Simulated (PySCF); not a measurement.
Gas-phase reaction: 2 Al + 6 Cl + AlH3 ⇌ 3 AlHCl2

Energies from PySCF, thermal terms from the rigid-rotor harmonic-oscillator model, ideal gas at 1 bar. † marks an energy on the PBE0/def2-TZVP geometry and frequencies; other levels use their own. MP2 freezes the core. 6-31G* has spherical d functions here. Open shells (unrestricted): Al (multiplicity 2, electronic degeneracy 6), Cl (multiplicity 2, electronic degeneracy 6); the rest are closed-shell singlets. Spin-orbit splitting is ignored; it lowers the true energy and changes the entropy of Al, Cl. B3LYP is the form with VWN-RPA correlation. AlH3, AlHCl2: computed as isolated molecules; such fragments, hydroxides, amides, oligomers or adducts are transient or little studied in the gas. MP2 isn't extrapolated to the basis-set limit; its ΔH°(298 K) is -2529.1 kJ in def2-SVP and -2669.2 kJ in def2-TZVPP. The harmonic model lacks anharmonicity and excited electronic states, which grow with temperature; levels with a mode under 35 cm⁻¹ are left out.

```csv
level,"ΔE electronic, kJ","ΔH°(298 K), kJ","ΔS°(298 K), J/K","ΔG°(800 K), kJ"
B3LYP/6-31G*,-2438,-2427,-679,-1879
MP2/def2-SVP†,-2540,-2529,-680,-1980
MP2/def2-TZVPP†,-2680,-2669,-680,-2120
PBE/def2-TZVP†,-2604,-2593,-680,-2044
PBE0/def2-TZVP,-2590,-2580,-680,-2031
r2SCAN/def2-TZVP†,-2662,-2652,-680,-2103
ωB97X-V/def2-TZVP†,-2632,-2622,-680,-2073
```
ΔH° is lowest at MP2/def2-TZVPP† and highest at B3LYP/6-31G*. No reference value is set beside these.
